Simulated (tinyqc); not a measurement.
Inside a calculation. Method: CCSD on RHF in the sto-6g basis, frozen core, for H2O, spin multiplicity 1. One step of it, computed by the program tinyqc.

Question. Iteration 7 (converged): orbitals. Diagonalise F' = X^T F X, C = X C', fill 5 alpha and 5 beta electrons from the bottom; D = 2 C_occ C_occ^T. Each column has its largest component positive (the first on a tie).

converged F (hartree):
```
,1O 1s,1O 2s,1O 2px,1O 2py,1O 2pz,2H 1s,3H 1s
1O 1s,-20.481510,-4.963457,0.000000,0.000000,-0.030169,-1.392980,-1.392980
1O 2s,-4.963457,-2.359920,0.000000,0.000000,-0.144075,-1.124757,-1.124757
1O 2px,0.000000,0.000000,-0.396410,0.000000,0.000000,0.000000,0.000000
1O 2py,0.000000,0.000000,0.000000,-0.393454,0.000000,-0.430363,0.430363
1O 2pz,-0.030169,-0.144075,0.000000,0.000000,-0.388203,-0.351099,-0.351099
2H 1s,-1.392980,-1.124757,0.000000,-0.430363,-0.351099,-0.666066,-0.444280
3H 1s,-1.392980,-1.124757,0.000000,0.430363,-0.351099,-0.444280,-0.666066
```

X:
```
,1O 1s,1O 2s,1O 2px,1O 2py,1O 2pz,2H 1s,3H 1s
1O 1s,1.023085,-0.142308,0.000000,0.000000,-0.009665,0.021278,0.021278
1O 2s,-0.142308,1.312441,0.000000,0.000000,0.124652,-0.346532,-0.346532
1O 2px,0.000000,0.000000,1.000000,0.000000,0.000000,0.000000,0.000000
1O 2py,0.000000,0.000000,0.000000,1.153202,0.000000,-0.276774,0.276774
1O 2pz,-0.009665,0.124652,0.000000,0.000000,1.053292,-0.148572,-0.148572
2H 1s,0.021278,-0.346532,0.000000,-0.276774,-0.148572,1.263577,-0.096731
3H 1s,0.021278,-0.346532,0.000000,0.276774,-0.148572,-0.096731,1.263577
```

Give: F' = X^T F X; orbital energies; coefficients C; D after iteration 7.

Answer.

F' = X^T F X (hartree):
```
,1,2,3,4,5,6,7
1,-20.1488,-2.5069,0.0000,0.0000,-0.0414,-0.2692,-0.2692
2,-2.5069,-1.1124,0.0000,0.0000,0.1115,-0.5863,-0.5863
3,0.0000,0.0000,-0.3964,0.0000,0.0000,0.0000,0.0000
4,0.0000,0.0000,0.0000,-0.0078,0.0000,-0.5320,0.5320
5,-0.0414,0.1115,0.0000,0.0000,-0.2484,-0.3178,-0.3178
6,-0.2692,-0.5863,0.0000,-0.5320,-0.3178,0.0523,-0.1251
7,-0.2692,-0.5863,0.0000,0.5320,-0.3178,-0.1251,0.0523
```

orbital energies (hartree): MO1 -20.4849, MO2 -1.3004, MO3 -0.6732, MO4 -0.4459, MO5 -0.3964, MO6 0.6489, MO7 0.8428

coefficients C:
```
,MO1,MO2,MO3,MO4,MO5,MO6,MO7
1O 1s,0.9965,-0.2206,0.0000,0.0918,0.0000,-0.1336,0.0000
1O 2s,0.0172,0.8167,0.0000,-0.5173,0.0000,1.0313,0.0000
1O 2px,0.0000,0.0000,0.0000,0.0000,1.0000,0.0000,0.0000
1O 2py,0.0000,0.0000,0.6045,0.0000,0.0000,0.0000,1.0572
1O 2pz,0.0035,0.1414,0.0000,0.8224,0.0000,0.6876,0.0000
2H 1s,-0.0044,0.1597,0.4299,0.2384,0.0000,-0.8608,-0.9039
3H 1s,-0.0044,0.1597,-0.4299,0.2384,0.0000,-0.8608,0.9039
```

D after iteration 7:
```
,1O 1s,1O 2s,1O 2px,1O 2py,1O 2pz,2H 1s,3H 1s
1O 1s,2.1002,-0.4210,0.0000,0.0000,0.0955,-0.0354,-0.0354
1O 2s,-0.4210,1.8699,0.0000,0.0000,-0.6198,0.0140,0.0140
1O 2px,0.0000,0.0000,2.0000,0.0000,0.0000,0.0000,0.0000
1O 2py,0.0000,0.0000,0.0000,0.7308,0.0000,0.5198,-0.5198
1O 2pz,0.0955,-0.6198,0.0000,0.0000,1.3927,0.4373,0.4373
2H 1s,-0.0354,0.0140,0.0000,0.5198,0.4373,0.5344,-0.2049
3H 1s,-0.0354,0.0140,0.0000,-0.5198,0.4373,-0.2049,0.5344
```
